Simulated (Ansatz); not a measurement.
## Relative stability

Two relaxed structures of CH6BSi (charge +1), closed shell (PBE0-D4/def2-TZVP; forces vanish, vibrations not checked).

A:

```xyz
9
angstrom
C -0.8830 0.9860 -0.7698
B 0.7169 -1.2127 1.2649
Si 0.5502 -0.0581 -0.3499
H -1.2542 0.6855 -1.7591
H -0.5377 2.0233 -0.8781
H -1.6905 0.9380 -0.0401
H 1.6757 -0.0263 -1.3125
H 0.3396 -2.3412 1.2111
H 1.1913 -0.7559 2.2572
```

B:

C1  (-0.788, 0.973, -0.707)
B2  (0.427, 0.126, -0.332)
Si3  (0.633, -1.178, 1.172)
H4  (-1.250, 0.381, -1.524)
H5  (-0.503, 1.914, -1.185)
H6  (-1.557, 1.132, 0.046)
H7  (1.441, 0.099, -0.980)
H8  (0.301, -2.617, 1.060)
H9  (1.295, -0.830, 2.450)
(Å)

Program: Ansatz 0.2.0. Basis: def2-TZVPP. Cores are frozen in the correlated methods. B3LYP uses VWN-RPA correlation.

Which structure is lower at CCSD(T), and by how much? (To be estimated.)

Computed: A, by 4.55 kcal/mol (electronic energy, against the other). By their contacts, A is CH₆BSi ([BH2][SiH][CH3]), total charge +1 and B is CH₆BSi ([CH3][BH][SiH2]), total charge +1.

All methods give the same order:

```
   method  E(B) − E(A) (kcal/mol)
   PBE-D4                    3.26
r2SCAN-D4                    4.32
  PBE0-D4                    4.09
 B3LYP-D4                    4.15
  wB97M-V                    4.47
       HF                    5.63
      MP2                    4.95
     CCSD                    4.70
  CCSD(T)                    4.55
```

T1 diagnostic: at most 0.014.

Labels in which every atom is bracketed show which atoms are joined, not bond orders.

For scale, one of the runs: CCSD(T)/def2-TZVPP, 188 basis functions, launched by `ansatz run in.yaml --threads 2 --pin off --events-out ev --progress --plain --max-ram 4352MiB`. The run took 26 s on 2 CPU threads of an Arm Neoverse V2 (shared host), with 1.9 GiB of host memory at its peak.
